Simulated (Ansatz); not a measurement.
# C5H13N: the cost of one run

Computed with Ansatz 0.2.0 (the levels named in each step, unless a step's input says otherwise).

## Step 1: Starting point

Bond lengths (14 of 18 bonds, heavy atoms first): C1–C2 1.525 Å, C2–N3 1.456 Å, N3–C4 1.447 Å, N3–C5 1.455 Å, C5–C6 1.525 Å, C1–H7 1.087 Å, C1–H8 1.088 Å, C1–H9 1.086 Å, C2–H10 1.093 Å, C2–H11 1.104 Å, C4–H12 1.103 Å, C4–H13 1.089 Å, C4–H14 1.087 Å, C5–H15 1.091 Å. Angles (14 of 33 angles, heavy atoms first): C1–C2–N3 111.8°, C2–N3–C4 111.8°, C2–N3–C5 112.4°, C4–N3–C5 111.7°, N3–C5–C6 112.0°, C1–C2–H10 108.2°, C1–C2–H11 109.8°, N3–C2–H10 107.6°, N3–C2–H11 111.7°, C2–C1–H7 111.7°, C2–C1–H8 109.8°, C2–C1–H9 109.6°, N3–C4–H12 112.7°, N3–C4–H13 109.3°.

As a file:

```xyz
19

C     2.1149    0.8844   -0.3843
C     1.3882   -0.4040   -0.0116
N    -0.0439   -0.3051   -0.2525
C    -0.6412   -1.6044   -0.4759
C    -0.7319    0.4309    0.7967
C    -2.0561    1.0125    0.3124
H     1.8280    1.7085    0.2634
H     3.1894    0.7399   -0.2985
H     1.8751    1.1552   -1.4088
H     1.7749   -1.2087   -0.6416
H     1.6079   -0.6680    1.0381
H    -0.5440   -2.2738    0.3951
H    -0.1640   -2.0780   -1.3329
H    -1.6980   -1.4827   -0.7015
H    -0.0893    1.2579    1.1025
H    -0.9046   -0.2040    1.6851
H    -2.4465    1.7059    1.0535
H    -2.7989    0.2364    0.1491
H    -1.9005    1.5459   -0.6211
```

## Step 2: A rough first relaxation, PBE-D4/def2-SVP

Contents of input.yaml:

```yaml
crystal:
  periodic: [false, false, false]
  atoms:
    - { symbol: C, position_ang: [2.11491, 0.88443, -0.38433] }
    - { symbol: C, position_ang: [1.38824, -0.40397, -0.01164] }
    - { symbol: "N", position_ang: [-0.04387, -0.30512, -0.25253] }
    - { symbol: C, position_ang: [-0.64125, -1.60444, -0.47589] }
    - { symbol: C, position_ang: [-0.73188, 0.43087, 0.79668] }
    - { symbol: C, position_ang: [-2.05614, 1.01248, 0.31241] }
    - { symbol: H, position_ang: [1.82799, 1.7085, 0.26341] }
    - { symbol: H, position_ang: [3.18938, 0.73991, -0.29853] }
    - { symbol: H, position_ang: [1.87509, 1.15517, -1.40879] }
    - { symbol: H, position_ang: [1.77486, -1.2087, -0.64159] }
    - { symbol: H, position_ang: [1.60787, -0.66801, 1.0381] }
    - { symbol: H, position_ang: [-0.544, -2.27376, 0.39506] }
    - { symbol: H, position_ang: [-0.16396, -2.07797, -1.33294] }
    - { symbol: H, position_ang: [-1.69802, -1.48272, -0.7015] }
    - { symbol: H, position_ang: [-0.08932, 1.25789, 1.10247] }
    - { symbol: H, position_ang: [-0.9046, -0.20399, 1.68515] }
    - { symbol: H, position_ang: [-2.44649, 1.70587, 1.05355] }
    - { symbol: H, position_ang: [-2.79891, 0.23635, 0.14906] }
    - { symbol: H, position_ang: [-1.90046, 1.54595, -0.62115] }
basis:
  gaussian: { orbitals: def2-SVP }
hamiltonian:
  xc: pbe
  dispersion: d4
relax:
  f_tol: 0.03
  max_steps: 200
```

Command:

```bash
$ ansatz run input.yaml --threads 4 --pin off --max-ram 10240MiB --backend cpu --events-out ev --progress --plain --runs-dir out
```

Q: Estimate wall time and peak memory on 4 threads of Intel Xeon Platinum 8259CL at 2.50GHz (Skylake/Cascade Lake), shared host.

About 19 s, with a peak of 0.23 GiB.
